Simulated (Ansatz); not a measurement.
C$_{4}$H$_{7}$NS, SMILES `CNCC#CS`. Charge 0, multiplicity 1.

```xyz
13

C     1.346   -1.883    0.007
N     0.904   -0.521    0.203
C    -0.501   -0.349   -0.116
C    -0.914    1.041   -0.080
C    -1.250    2.200   -0.060
S    -1.707    3.810   -0.168
H     1.153   -2.277   -1.005
H     0.837   -2.539    0.719
H     2.417   -1.952    0.205
H     1.453    0.118   -0.356
H    -1.093   -0.920    0.610
H    -0.769   -0.758   -1.109
H    -1.876    4.030    1.150
```

Question: Give the diagnostics of a CCSD(T)/def2-TZVPP run (frozen core, the Gaussian-basis code of Ansatz). (Estimate.)

Answer: Computed: T1 = 0.0115, largest single amplitude 0.012, largest double 0.024, (T) share of the correlation energy 4.5 %, 9 CCSD cycles. The RHF solution is stable towards an unrestricted one. T1 lies under the customary mark of 0.02 for closed shells.
